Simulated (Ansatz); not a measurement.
**[PH4]+ (phosphonium): where methods fail along a bond**

[PH4]+: 5 atoms, total charge +1, spin state singlet. SMILES: `[PH4+]`. The coordinates come from a GFN2-xTB relaxation.

```xyz
5

P     0.0000    0.0000    0.0001
H     1.3575   -0.0613    0.2104
H    -0.6173   -1.0160    0.6910
H    -0.2619   -0.1338   -1.3433
H    -0.4783    1.2111    0.4418
```

The P1–H3 distance is scanned; the parts on either side stay rigid. Basis 6-31G, 5 core orbitals frozen in the correlated methods; program Ansatz 0.2.0. FCI is exact within this basis and core. Energies in eV from each method's value at 1.375 Å; methods without a U are spin-restricted. The shape above is that at 1.375 Å.

```json
{"distance (Å)": "1.375", "SVWN5": "0.00", "PBE": "0.00", "r2SCAN": "0.00", "BHLYP": "0.00", "wB97X": "0.00", "MP2": "0.00", "CCSDT(Q)": "0.00", "FCI": "0.00"}
{"distance (Å)": "1.719", "SVWN5": "0.54", "PBE": "0.57", "r2SCAN": "0.65", "BHLYP": "0.73", "wB97X": "0.71", "MP2": "0.66", "CCSDT(Q)": "0.57", "FCI": "0.57"}
{"distance (Å)": "2.063", "SVWN5": "1.72", "PBE": "1.76", "r2SCAN": "1.91", "BHLYP": "2.06", "wB97X": "2.07", "MP2": "1.92", "CCSDT(Q)": "1.67", "FCI": "1.67"}
{"distance (Å)": "2.750", "SVWN5": "3.61", "PBE": "3.64", "r2SCAN": "3.89", "BHLYP": "4.24", "wB97X": "4.33", "MP2": "3.94", "CCSDT(Q)": "3.19", "FCI": "3.19"}
{"distance (Å)": "3.438", "SVWN5": "4.58", "PBE": "4.56", "r2SCAN": "4.89", "BHLYP": "5.46", "wB97X": "5.68", "MP2": "4.96", "CCSDT(Q)": "3.67", "FCI": "3.67"}
```

Departure from the FCI curve at its largest: SVWN5 +0.90 eV at 3.44 Å; PBE +0.89 eV at 3.44 Å; r2SCAN +1.22 eV at 3.44 Å; BHLYP +1.79 eV at 3.44 Å; wB97X +2.00 eV at 3.44 Å; MP2 +1.28 eV at 3.44 Å; CCSDT(Q) within 0.005 eV. Restricted functionals keep the electrons paired too, and rise too high.
